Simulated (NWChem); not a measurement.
System: Li, doublet

Here is an NWChem input.

```
start job
memory heap 200 mb stack 900 mb global 1100 mb
geometry units angstroms noautosym nocenter noautoz
  Li     0.000000     0.000000     0.000000
end
basis spherical
  Li library def2-svp
end
dft
  odft
  mult 2
  xc xcamb88 1.00 lyp 0.81 vwn_5 0.19 hfexch 1.00
  cam 0.33 cam_alpha 0.19 cam_beta 0.46
  iterations 150
end
property
  hyperfine
end
task dft property
```

Output (shortened):

```
             Northwest Computational Chemistry Package (NWChem) 7.3.0
             --------------------------------------------------------

                             Geometry "geometry" -> ""
                             -------------------------

 Output coordinates in angstroms (scale by  1.889725989 to convert to a.u.)

  No.       Tag          Charge          X              Y              Z
 ---- ---------------- ---------- -------------- -------------- --------------
    1 Li                   3.0000     0.00000000     0.00000000     0.00000000

 Effective nuclear repulsion energy (a.u.)       0.0000000000

                              NWChem Property Module
                              ----------------------

  itol2e modified to match energy
  convergence criterion.

                                 NWChem DFT Module
                                 -----------------

 Summary of "ao basis" -> "ao basis" (spherical)
 ------------------------------------------------------------------------------
       Tag                 Description            Shells   Functions and Types
 ---------------- ------------------------------  ------  ---------------------
 Li                         def2-svp                 5        9   3s2p

  itol2e modified to match energy
  convergence criterion.

            General Information
            -------------------
          SCF calculation type: DFT
          Wavefunction type:  spin polarized.
          No. of atoms     :     1
          No. of electrons :     3
           Alpha electrons :     2
            Beta electrons :     1
          Charge           :     0
          Spin multiplicity:     2
          Use of symmetry is: off; symmetry adaption is: off
          Maximum number of iterations: 150
          AO basis - number of functions:     9
                     number of shells:     5
          Convergence on energy requested:  1.00D-07
          Convergence on density requested:  1.00D-05
          Convergence on gradient requested:  5.00D-04

              XC Information
              --------------
                     Hartree-Fock (Exact) Exchange  1.000
                   CAM-Becke88 Exchange Functional  1.000
                      VWN V Correlation Functional  0.190 local
              Lee-Yang-Parr Correlation Functional  0.810

           Range-Separation Parameters
           ---------------------------
           Alpha           :  0.19
           Beta            :  0.46
           Gamma           :  0.33
           Short-Range HF  :     F

             Grid Information
             ----------------
          Grid used for XC integration:  fine
          Radial quadrature: Mura-Knowles
          Angular quadrature: Lebedev.
          Tag              B.-S. Rad. Rad. Pts. Rad. Cut. Ang. Pts.
          ---              ---------- --------- --------- ---------
          Li                  1.45       70          12.0       590
          Grid pruning is: on
          Number of quadrature shells:    70
          Spatial weights used:  Erf1

      Superposition of Atomic Density Guess
      -------------------------------------

 Sum of atomic energies:          -7.42506398

      Non-variational initial energy
      ------------------------------

 Total energy =      -7.367928
 1-e energy   =      -9.700428
 2-e energy   =       2.332500
 HOMO         =      -0.080694
 LUMO         =       0.093754

[...]

          ----------------------
          Hyperfine Interactions
          ----------------------

 Total Spin Density (Fermi Contact Term)
 ------------------ --------------------
     Atom            x         y         z       Density (a.u.)      Aiso(MHz)     Aiso(Gauss)
     1   7-Li     0.00000   0.00000   0.00000       0.292051        507.372685     181.042885

           -------------------------------------------
           Anisotropic Interaction (Spin-Dipolar Term)
           -------------------------------------------

 ------------------------------------------------------------
     Atom            x         y         z
 ------------------------------------------------------------
     1   7-Li     0.00000   0.00000   0.00000

   Spin-Dipolar term (a.u.)
        xx             yy             zz             xy             xz             yz
 ------------------------------------------------------------------------------------------
       0.000000       0.000000       0.000000       0.000000       0.000000       0.000000

   Principal Comp. of -hf- tensor (au)            Anisotropic -hfcc- (MHz)               Anisotropic -hfcc- (Gauss)
 --------------------------------------------------------------------------------------------------------------------------
      0.000000     0.000000     0.000000       0.000000     0.000000     0.000000       0.000000     0.000000     0.000000

   Orientation of the principal axis of Hyperfine Tensor w.r.t absolute (molecular) frame
 --------------------------------------------------------------------------------------------------------------------------
      1.000000     0.000000     0.000000
      0.000000     1.000000     0.000000
      0.000000     0.000000     1.000000
```

Level: CAM-B3LYP/def2-SVP, spin-unrestricted, contact and dipolar terms. No stability test was run on the SCF state.
